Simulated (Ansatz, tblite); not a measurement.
# The cluster TaO2−: charged states by level of theory

One table from this session's results is given with a row withheld; the runs are named, their logs left out.

Method: as each input shows; program: Ansatz 0.2.0, Gaussian basis.

Plan: charge 0 doublet, at the geometry of the singlet (PBE0-D4/def2-TZVPD, PBE-D4/def2-TZVPD, r2SCAN-D4/def2-TZVPD, CCSD(T)/def2-TZVPPD); the starting singlet's energies come from earlier runs.

### The relaxed structure

The geometry is that of the singlet, from an earlier relaxation (PBE-D4/def2-TZVPD). At that level it is the lowest of the isomers that a small search found.

3 atoms, charge -1, spin multiplicity 1.

Atoms are counted from 1 here; the program's logs count them from 0.

Bond lengths: Ta1–O2 1.762 Å, Ta1–O3 1.762 Å. Angles: O2–Ta1–O3 107.1°.

Ta takes a core potential in the def2 sets. No spin-orbit coupling is included. The ion is computed in the gas phase, without counter-ions or solvent.

The first run:

in.yaml

```yaml
crystal:
  periodic: [false, false, false]
  atoms:
    - {symbol: Ta, position_ang: [-0.687162, 0.077863, 0.094383]}
    - {symbol: O, position_ang: [0.575912, 1.179898, 0.638813]}
    - {symbol: O, position_ang: [0.111250, -1.257761, -0.733196]}
basis:
  gaussian: {orbitals: def2-TZVPD}
magnetization: {spin_polarized: true, initial_magnetization: 1}
hamiltonian: {xc: pbe0, dispersion: d4}
output: {orbitals: {seedname: orbitals}}
```

Command:

```bash
ansatz run in.yaml --threads 2 --pin off --events-out ev --progress --plain --max-ram 4352MiB
```

Steps of the session up to this table: Charge 0 doublet at the fixed geometry, PBE0-D4/def2-TZVPD; Charge 0 doublet at the fixed geometry, PBE-D4/def2-TZVPD; Charge 0 doublet at the fixed geometry, r2SCAN-D4/def2-TZVPD; Charge 0 doublet at the fixed geometry, CCSD(T)/def2-TZVPPD.

One of the session's tables, all rows but one given; the rest of the session is left out.

It belongs to the step «Vertical ionisation energy». 

```
               level  vertical ionisation energy (eV)
      HF/def2-TZVPPD                            +1.46
   PBE-D4/def2-TZVPD                            +2.04
r2SCAN-D4/def2-TZVPD                            +1.90
  PBE0-D4/def2-TZVPD                                ?
     MP2/def2-TZVPPD                            +2.20
    CCSD/def2-TZVPPD                            +2.31
 CCSD(T)/def2-TZVPPD                            +2.37
```

Q: Estimate the row for PBE0-D4/def2-TZVPD from the others.

**Answer.** vertical ionisation energy (eV): +2.09. In the column «vertical ionisation energy (eV)» it lies between PBE-D4/def2-TZVPD (+2.04) and MP2/def2-TZVPPD (+2.20).

Caveats from the session: The anion's highest level is positive in at least one run, so there the basis alone may hold the extra electron.
